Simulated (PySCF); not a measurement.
Consider `CC(Cl)=C=S` (C3H3ClS). Atom numbers as in the mapped SMILES `[CH3:1][C:2]([Cl:3])=[C:4]=[S:5]`.

Energies: M06-2X/ma-def2-TZVP (PySCF, density fitting, integration grid level 3) on GFN2-xTB structures. Zero-point and thermal terms (298.15 K, 1 bar) come from unscaled GFN2-xTB harmonic frequencies, with soft modes damped to free rotors in the entropy.

(1) What are the vertical and the adiabatic ionisation energy for forming the radical cation?

(2) Where does the unpaired spin of the relaxed radical cation sit?

(3) What oxidation potential follows in dichloromethane (IEF-PCM), on the absolute scale?

(4) How far is −ε(HOMO) from the vertical value by ΔSCF?

## Answers

(1) 8.57 eV vertical and 8.35 eV adiabatic, the latter with zero-point energy.

(2) S5 (thiocarbonyl sulfur) 0.49, C2 (alkene carbon) 0.38, Cl3 (chlorine) 0.12 (intrinsic atomic orbital populations).

(3) In the gas phase ΔG of oxidation is 8.333 eV, and solvation is -7.5 kJ/mol for the parent and -206.2 kJ/mol for the product, so the absolute potential is 6.27 V. The solvent is electrostatics only, on gas-phase structures; the absolute scale refers to an electron at rest in vacuum.

(4) −ε(HOMO) = 7.47 eV, which is 1.10 eV below the ΔSCF value.

Note: spin-orbit coupling is left out of the energies, which matters for open shells on the heavier atoms.
